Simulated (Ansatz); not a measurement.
A structure relaxed at PBE0-D4/def2-TZVP, charge 0, multiplicity 1:

| atom | x (Å) | y (Å) | z (Å) |
| --- | --- | --- | --- |
| F1 | 1.698 | -0.552 | 0.089 |
| B2 | 0.521 | 0.001 | -0.149 |
| S3 | -0.881 | -0.553 | 0.824 |
| H4 | 0.425 | 0.841 | -0.993 |
| H5 | -1.763 | 0.263 | 0.229 |

(1) Give its formula and SMILES.

(2) Point group (tolerance 0.08 Å, 0.16 Å for H)?

(3) Summarise the bond lengths by kind.

Results:

(1) BFH2S, `FBS`.

(2) Cs.

(3) 1 × B–F 1.322 Å; 1 × B–S 1.794 Å; 1 × B–H 1.194 Å; 1 × H–S 1.342 Å.

Computed with Ansatz.
